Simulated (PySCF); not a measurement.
# BNH3 (SMILES B[NH]): levels of theory compared

Wanted: a comparison of 4 runs (UB3LYP/STO-6G, USVWN5/STO-6G, UCISD/STO-6G, UCCSD(T)/STO-6G) of BNH3. The job is set up through a Python script.

Program for the calculation: PySCF 2.14.0.

9 further runs of the same task are left out: 9 set aside as unsound or not needed.

## Step 1: The structure to begin with

BNH3: 5 atoms, total charge 0, spin state doublet. As SMILES, `B[NH]`. The B1–H3 distance was set to 1.815 Å, away from the relaxed value. At this shape a bond of the SMILES string is far longer than usual.

Bond lengths: B1–N2 1.329 Å, B1–H4 1.204 Å, N2–H5 0.999 Å. Angles: B1–N2–H5 163.9°, N2–B1–H4 121.2°. A long bond or contact: B1–H3 1.815 Å.

## Step 2: A single-point energy at UB3LYP/STO-6G (run 1)

Contents of job.py:

```python
from pyscf import gto, dft

mol = gto.M(
    atom='''
B     -0.258799    -0.001446    -0.568656
N      0.583201     1.023854    -0.496856
H     -0.414800    -1.107400     0.862500
H     -0.912099    -0.204446    -1.558956
H      1.260401     1.690354    -0.187756
''',
    charge=0,
    basis='sto-6g',
    spin=1,
    verbose=4,
    max_memory=1860,
)

ks = dft.UKS(mol, xc='b3lyp')
ks.conv_tol = 1e-10
ks.grids.level = 5
ks.kernel()
if not ks.converged:
    ks = ks.newton().run(ks.mo_coeff, ks.mo_occ)

e_tot = ks.e_tot
print('Final energy', e_tot)
```

Run with:

```sh
OMP_NUM_THREADS=1 python job.py
```

Log:

```text
PySCF version 2.14.0

[... 103 lines left out ...]
converged SCF energy = -81.0174766077123  <S^2> = 0.80159016  2S+1 = 2.0509414
Final energy -81.01747660771231
```

Run time: 3.9 s. Hardware: 1 thread of AMD EPYC 9R14 (Zen 4), shared host; peak memory 0.18 GiB.

## Step 3: A single-point energy at USVWN5/STO-6G (run 2)

job.py: that of step 2 with these lines changed.

```diff
@@ -2,3 +2,3 @@
 
-mol = gto.M(
+system = gto.M(
     atom='''
@@ -10,2 +10,3 @@
 ''',
+    verbose=3,
     charge=0,
@@ -13,3 +14,2 @@
     spin=1,
-    verbose=4,
     max_memory=1860,
@@ -17,3 +17,3 @@
 
-ks = dft.UKS(mol, xc='b3lyp')
+ks = dft.UKS(system, xc='svwn')
 ks.conv_tol = 1e-10
@@ -24,3 +24,3 @@
 
-e_tot = ks.e_tot
-print('Final energy', e_tot)
+etot = ks.e_tot
+print(f'total energy: {etot:.8f} hartree')
```

Run with:

```sh
OMP_NUM_THREADS=1 python job.py
```

Log:

```text
converged SCF energy = -80.2373479171141  <S^2> = 0.76717482  2S+1 = 2.0171017
total energy: -80.23734792 hartree
```

It took 2.2 s on 1 thread of AMD EPYC 9R14 (Zen 4), shared host; peak memory 0.14 GiB.

## Step 4: A single-point energy at UCISD/STO-6G (run 3)

Contents of calc.py:

```python
from pyscf import gto, scf, ci

mol = gto.M(
    atom='''
B       -0.258799      -0.001446      -0.568656
N        0.583201       1.023854      -0.496856
H       -0.414800      -1.107400       0.862500
H       -0.912099      -0.204446      -1.558956
H        1.260401       1.690354      -0.187756
''',
    verbose=3,
    basis='sto-6g',
    spin=1,
    max_memory=1860,
)

hf = scf.UHF(mol)
hf.conv_tol = 1e-10
hf.kernel()
if not hf.converged:
    hf = hf.newton().run(hf.mo_coeff, hf.mo_occ)

cisd = ci.CISD(hf, frozen=2)
cisd.kernel()
energy = cisd.e_tot
print('E = %.10f Eh' % energy)
```

Run with:

```sh
OMP_NUM_THREADS=1 python calc.py
```

Log:

```text
converged SCF energy = -80.4942179880184  <S^2> = 1.0761349  2S+1 = 2.3031586
E(UCISD) = -80.61395653089269  E_corr = -0.1197385428742739
E = -80.6139565309 Eh
```

It took 0.62 s on 1 thread of AMD EPYC 9R14 (Zen 4), shared host; peak memory 0.1 GiB.

## Step 5: A single-point energy at UCCSD(T)/STO-6G (run 4)

Contents of input.py:

```python
from pyscf import gto, scf, cc

system = gto.M(
    atom='''
B       -0.258799      -0.001446      -0.568656
N        0.583201       1.023854      -0.496856
H       -0.414800      -1.107400       0.862500
H       -0.912099      -0.204446      -1.558956
H        1.260401       1.690354      -0.187756
''',
    verbose=3,
    spin=1,
    max_memory=1860,
    basis='sto-6g',
)

mf = scf.UHF(system)
mf.conv_tol = 1e-10
mf.kernel()
if not mf.converged:
    mf = mf.newton().run(mf.mo_coeff, mf.mo_occ)

mycc = cc.CCSD(mf, frozen=2)
mycc.kernel()
e_t = mycc.ccsd_t()
etot = mycc.e_tot + e_t
print('E(%s) = %.9f' % ('CCSD(T)', etot))
```

Run with:

```sh
OMP_NUM_THREADS=1 python input.py
```

Log:

```text
converged SCF energy = -80.4942179880184  <S^2> = 1.0761349  2S+1 = 2.3031586
E(UCCSD) = -80.62586850379049  E_corr = -0.13165051577206
UCCSD(T) correction = -0.00336010371758015
E(CCSD(T)) = -80.629228608
```

Wall time 0.7 s (1 thread of AMD EPYC 9R14 (Zen 4), shared host); peak memory 0.1 GiB.

## Step 6: The series

```csv
run,level,integration grid,frozen core orbitals,energy (Eh),dipole moment (D) of the reference,HOMO energy (eV),LUMO energy (eV),wall time
1,UB3LYP/STO-6G,5,–,-81.017477,1.44,-5.40,-0.82,3.9 s
2,USVWN5/STO-6G,5,–,-80.237348,1.36,-3.68,-1.89,2.2 s
3,UCISD/STO-6G,–,2,-80.613957,1.61,-9.10,6.44,0.62 s
4,UCCSD(T)/STO-6G,–,2,-80.629229,1.61,-9.10,6.44,0.7 s
```

## Step 7: Summary of results

```
                                                         quantity         value
                                              run 4: total energy  -80.62923 Eh
                      run 4: dipole moment (Hartree–Fock density)        1.61 D
run 4: HOMO energy (Hartree–Fock orbitals) (highest over α and β)      -9.10 eV
 run 4: LUMO energy (Hartree–Fock orbitals) (lowest over α and β)       6.44 eV
               run 4: correlation energy (2 core orbitals frozen)    -135.0 mEh
                                            run 4: (T) correction     -3.36 mEh
                         run 4: ⟨S²⟩ of the reference determinant         1.076
                                             run 4: T1 diagnostic         0.054
```

In words: Totals of different functionals can't be ranked against each other. In runs 1, 2, 3, 4 the basis is minimal, so the values are rough. Spin contamination of the reference: run 3 ⟨S²⟩ = 1.08, run 4 ⟨S²⟩ = 1.08. All runs together took 7.4 s, the longest 3.9 s.
